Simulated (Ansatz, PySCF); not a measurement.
A family of related molecules: binary hydrides. Isolated molecules, 0 K electronic values unless said otherwise. Strings in code marks are SMILES.

Quantity: vertical ionisation energy (energy after one electron is removed minus that of the parent at the parent's geometry), in eV.

Level 1: PBE-D3(BJ)/def2-TZVP // PBE0-D3(BJ)/def2-TZVP (PySCF)
Level 2: frozen-core MP2/def2-TZVPP // PBE0-D3(BJ)/def2-TZVP (Ansatz, a first-principles code)
Level 3: minus the HOMO energy of PBE-D3(BJ)/def2-TZVP // PBE0-D3(BJ)/def2-TZVP (PySCF)
Level 4: minus the HOMO energy of TPSSh-D3(BJ)/def2-TZVP // PBE0-D3(BJ)/def2-TZVP (PySCF)

```json
[
 {"species": "`[GeH4]`", "level 1": "11.90", "level 2": "…", "level 3": "8.35", "level 4": "…"},
 {"species": "`[LiH]`", "level 1": "8.05", "level 2": "7.73", "level 3": "4.39", "level 4": "4.95"},
 {"species": "`S`", "level 1": "10.35", "level 2": "10.32", "level 3": "…", "level 4": "6.81"}
]
```

Q: Some entries are withheld; supply them.

A: 
- `[GeH4]`, level 2: 12.50
- `[GeH4]`, level 4: 9.08
- `S`, level 3: 6.19
